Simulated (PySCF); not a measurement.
Computed with B3LYP-D3(BJ)/def2-TZVP run with PySCF. All species are isolated molecules in the gas phase. B3LYP has the VWN-RPA correlation part, as in Gaussian. 

Reference species (SMILES): `F[Si](F)(F)F` (neutral, multiplicity 1).

| Quantity | Result |
|---|---|
| dipole moment | 0.00 D |

Changed species: `F[SiH2]F` (whole molecule; the reference has whole molecule).

Question: Give the shifts of the dipole moment.

Answer: the dipole moment goes up by 1.51 D, to 1.51 D.
